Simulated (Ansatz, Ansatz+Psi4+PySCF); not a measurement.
```xyz
2

Al    0.0000    0.0000   -0.8414
O     0.0000    0.0000    0.8414
```

Basis set: cc-pVTZ on O; cc-pV(T+d)Z on Al (spherical functions). Left uncorrelated: 6 orbitals. Correlation on ROHF uses semicanonical orbitals with singles. Charge 0, multiplicity 2.

Computed with Ansatz (development build ahead of 0.2.0); the reference of a correlated method needn't be the lowest determinant of its kind.

The atomization energy at this shape (free ground-state atoms in the same class of orbitals less the molecule, no zero-point energy) of doublet AlO:

```tsv
method	atomization energy
ROHF-CCSD(T)	4.94 eV
UHF-BCCD(T)	4.91 eV
```

(1) What does UHF-CCSD(T) give?

## Answers

(1) 4.86 eV. Caution: the reference determinant was not shown to be the lowest. Caution for ROHF-CCSD(T): an unrestricted determinant lies well below. Caution for UHF-CCSD(T): another reference gives a lower total.
